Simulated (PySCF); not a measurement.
**NaP (triplet) at other levels of theory**

What do other methods print for NaP (triplet)?

Computed with PySCF 2.14.0. Level: each script names its method and basis.

3 further runs of the same task are left out: 3 that didn't finish.

### Step 1. Where the work starts

NaP (triplet): 2 atoms, charge 0, spin multiplicity 3.

Bond lengths: Na1–P2 2.640 Å.

### Step 2. The base run

The input, input.py:

```python
from pyscf import gto, scf
from pyscf.hessian import thermo

mol = gto.M(
    atom='Na 0 0 0; P 0 0 2.64',
    basis='crenbl',
    ecp={'Na': 'crenbl', 'P': 'crenbl'},
    charge=0,
    spin=2,
    verbose=4,
)
mf = scf.UHF(mol)
mf.kernel()
hess = mf.Hessian().kernel()
print('wavenumber (cm^-1) =', thermo.harmonic_analysis(mol, hess)['freq_wavenumber'].round(1))
mf.dip_moment()
print('orbital energies (hartree):', [e[max(0, n-3):n+3].round(4) for e, n in zip(mf.mo_energy, mol.nelec)])
```

Launch:

```sh
python input.py
```

### Step 3. Hse06 (UKS)

Variant 1 changes functional: none (Hartree–Fock) → hse06; SCF type: UHF → UKS; step after the SCF: frequency → analyze.

The input, input.py:

```python
from pyscf import gto, dft

mol = gto.M(
    atom='Na 0 0 0; P 0 0 2.64',
    basis='crenbl',
    ecp={'Na': 'crenbl', 'P': 'crenbl'},
    charge=0,
    spin=2,
    verbose=4,
)
mf = dft.UKS(mol, xc='hse06')
mf.kernel()
mf.mulliken_pop()
mf.dip_moment()
print('orbital energies (hartree):', [e[max(0, n-3):n+3].round(4) for e, n in zip(mf.mo_energy, mol.nelec)])
```

### Step 4. CASCI (ROHF)

Variant 2 changes step after the SCF: frequency → casci; SCF type: UHF → ROHF; active space: none → 10 electrons in 8 orbitals.

The input, input.py:

```python
from pyscf import gto, scf, mcscf

mol = gto.M(
    atom='Na 0 0 0; P 0 0 2.64',
    basis='crenbl',
    ecp={'Na': 'crenbl', 'P': 'crenbl'},
    charge=0,
    spin=2,
    verbose=4,
)
mf = scf.ROHF(mol)
mf.kernel()
mc = mcscf.CASCI(mf, 8, 10)
mc.kernel()
mc.analyze()
mf.dip_moment()
print('orbital energies (hartree):', mf.mo_energy[..., max(0, mol.nelec[1]-3):mol.nelec[0]+3].round(4))
```

### Step 5. TDHF

Variant 3 changes step after the SCF: frequency → tddft; number of roots: none → 3.

The input, input.py:

```python
from pyscf import gto, scf, tdscf

mol = gto.M(
    atom='Na 0 0 0; P 0 0 2.64',
    basis='crenbl',
    ecp={'Na': 'crenbl', 'P': 'crenbl'},
    charge=0,
    spin=2,
    verbose=4,
)
mf = scf.UHF(mol)
mf.kernel()
td = tdscf.TDHF(mf)
td.nstates = 3
td.kernel()
td.analyze(verbose=3)
mf.dip_moment()
print('orbital energies (hartree):', [e[max(0, n-3):n+3].round(4) for e, n in zip(mf.mo_energy, mol.nelec)])
```

### Step 6. CCSD(T)

Variant 4 changes step after the SCF: frequency → ccsd(t).

The input, input.py:

```python
from pyscf import gto, scf, cc

mol = gto.M(
    atom='Na 0 0 0; P 0 0 2.64',
    basis='crenbl',
    ecp={'Na': 'crenbl', 'P': 'crenbl'},
    charge=0,
    spin=2,
    verbose=4,
)
mf = scf.UHF(mol)
mf.kernel()
mycc = cc.CCSD(mf)
mycc.kernel()
mycc.ccsd_t()
mf.dip_moment()
print('orbital energies (hartree):', [e[max(0, n-3):n+3].round(4) for e, n in zip(mf.mo_energy, mol.nelec)])
```

What does the calculation give? Wanted: for each run, E(SCF); from base; gap, α spin; SCF dipole; after the SCF.

The runs gave:

```
         run  E(SCF) (hartree)  from base (eV)  cycles  gap, α spin (eV)  SCF dipole (D)                  after the SCF
        base        -53.793289               0      14              9.61            4.80          highest mode 276 cm⁻¹
 hse06 (UKS)        -54.263351  not comparable      11              3.19            6.84                            n/a
CASCI (ROHF)        -53.786437         +0.1865       9               n/a            8.57    CASCI correlation -0.269 eV
        TDHF        -53.793289          0.0000      14              9.61            4.80      lowest root found 1.34 eV
     CCSD(T)        -53.793289          0.0000      14              9.61            4.80  CCSD(T) correlation -4.285 eV
```

A lower total energy from another functional means nothing by itself.
